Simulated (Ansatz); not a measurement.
Ansatz (a program for electronic structure) input (HF/6-31G*):

Ansatz 0.2 input:
```yaml
crystal:
  periodic: [false, false, false]
  atoms:
    - {symbol: O, position_ang: [1.10296554, -0.24447484, 0.01997401]}
    - {symbol: O, position_ang: [0.00524429, 0.46028266, 0.02472334]}
    - {symbol: O, position_ang: [-1.10820983, -0.21580783, -0.04469734]}
basis:
  gaussian:
    orbitals: 6-31G*
hamiltonian:
  xc: {name: HF}
total_charge: -1
magnetization: {spin_polarized: true, initial_magnetization: 1}
phonons: {temperatures: {t_min: 298.15, t_max: 298.15, t_step: 100}}
```

Output:

```
WARN ansatz: RAYON_NUM_THREADS=1 ignored (pool sized by the plan → 1); use --threads N
Functional definition: HF
integrals: 0.00 GiB planned
412 factors; integrals over basis functions are off by at most 8.0e-5 eV
mean field: 0.09 GiB planned
mean field evaluation 1: about -6099.3978 eV, gradient 3.8e1 eV
mean field evaluation 2: about -6099.4709 eV, gradient 3.8e1 eV
mean field evaluation 4: about -6104.5343 eV, gradient 3.4e0 eV
mean field evaluation 8: about -6104.6411 eV, gradient 4.1e-1 eV
mean field evaluation 16: about -6104.6484 eV, gradient 3.6e-5 eV
mean field evaluation 32: about -6103.5568 eV, gradient 7.0e0 eV
mean field -6104.64839247 eV, -224.3416905441 hartree, gradient 3.4e-5 eV, S^2 0.767704; 0 other end points of the search recorded, 0 dependent functions left out
the calculation of the forces begins
reference -6104.64839247 eV, -224.3416905441 hartree; 13, 12 occupied and 32, 33 virtual orbitals, 412 factors
these checks for a lower state are left out or cut short: stability, starts, cluster_reference, orbital_swaps, neighbouring_geometries, increment
integrals: 0.00 GiB planned
412 factors; integrals over basis functions are off by at most 8.0e-5 eV
mean field: 0.09 GiB planned
mean field evaluation 64: about -6104.6484 eV, gradient 2.1e-6 eV
mean field -6104.64836348 eV, -224.3416894784 hartree, gradient 2.1e-6 eV, S^2 0.767672; 0 other end points of the search recorded, 0 dependent functions left out
the calculation of the forces begins
reference -6104.64836348 eV, -224.3416894784 hartree; 13, 12 occupied and 32, 33 virtual orbitals, 412 factors
these checks for a lower state are left out or cut short: stability, starts, cluster_reference, orbital_swaps, neighbouring_geometries, increment
integrals: 0.00 GiB planned
412 factors; integrals over basis functions are off by at most 8.0e-5 eV
mean field: 0.09 GiB planned
mean field -6104.64836587 eV, -224.3416895666 hartree, gradient 1.7e-6 eV, S^2 0.767736; 0 other end points of the search recorded, 0 dependent functions left out
the calculation of the forces begins
reference -6104.64836587 eV, -224.3416895666 hartree; 13, 12 occupied and 32, 33 virtual orbitals, 412 factors
these checks for a lower state are left out or cut short: stability, starts, cluster_reference, orbital_swaps, neighbouring_geometries, increment
integrals: 0.00 GiB planned
412 factors; integrals over basis functions are off by at most 8.0e-5 eV
mean field: 0.09 GiB planned
mean field -6104.64836841 eV, -224.3416896599 hartree, gradient 1.9e-6 eV, S^2 0.767748; 0 other end points of the search recorded, 0 dependent functions left out
the calculation of the forces begins
reference -6104.64836841 eV, -224.3416896599 hartree; 13, 12 occupied and 32, 33 virtual orbitals, 412 factors
these checks for a lower state are left out or cut short: stability, starts, cluster_reference, orbital_swaps, neighbouring_geometries, increment
integrals: 0.00 GiB planned
412 factors; integrals over basis functions are off by at most 8.0e-5 eV
mean field: 0.09 GiB planned
mean field -6104.64837208 eV, -224.3416897945 hartree, gradient 2.5e-6 eV, S^2 0.767660; 0 other end points of the search recorded, 0 dependent functions left out
the calculation of the forces begins
reference -6104.64837208 eV, -224.3416897945 hartree; 13, 12 occupied and 32, 33 virtual orbitals, 412 factors
these checks for a lower state are left out or cut short: stability, starts, cluster_reference, orbital_swaps, neighbouring_geometries, increment
integrals: 0.00 GiB planned
412 factors; integrals over basis functions are off by at most 8.0e-5 eV
mean field: 0.09 GiB planned
mean field evaluation 96: about -6104.6484 eV, gradient 2.8e-6 eV
mean field -6104.64837661 eV, -224.3416899611 hartree, gradient 1.5e-6 eV, S^2 0.767741; 0 other end points of the search recorded, 0 dependent functions left out
the calculation of the forces begins
reference -6104.64837661 eV, -224.3416899611 hartree; 13, 12 occupied and 32, 33 virtual orbitals, 412 factors
these checks for a lower state are left out or cut short: stability, starts, cluster_reference, orbital_swaps, neighbouring_geometries, increment
integrals: 0.00 GiB planned
412 factors; integrals over basis functions are off by at most 8.0e-5 eV
mean field: 0.09 GiB planned
mean field -6104.64837261 eV, -224.3416898140 hartree, gradient 2.4e-6 eV, S^2 0.767668; 0 other end points of the search recorded, 0 dependent functions left out
the calculation of the forces begins
reference -6104.64837261 eV, -224.3416898140 hartree; 13, 12 occupied and 32, 33 virtual orbitals, 412 factors
WARN: phonons: modes at or below zero, which the zero-point energy, F, S and C_V leave out: 1, the lowest at -925.74 cm⁻¹ …
Total energy: -6104.64839247 eV, -224.3416905441 hartree
Atom 0 at     1.102966    -0.244475     0.019974 Å, force    -0.001190    -0.000339    -0.000054 eV/Å
Atom 1 at     0.005244     0.460283     0.024723 Å, force     0.000008     0.000709     0.000038 eV/Å
Atom 2 at    -1.108210    -0.215808    -0.044697 Å, force     0.001182    -0.000370     0.000016 eV/Å
Dipole moment:     0.002725     0.239178     0.012847 e Å
Vibrations: -925.74 666.30 1221.00 cm⁻¹, zero-point energy 0.116998 eV
```

The blocks after the first are displaced geometries, from whose forces the wavenumbers follow.

The dipole moment of an ion depends on the origin.
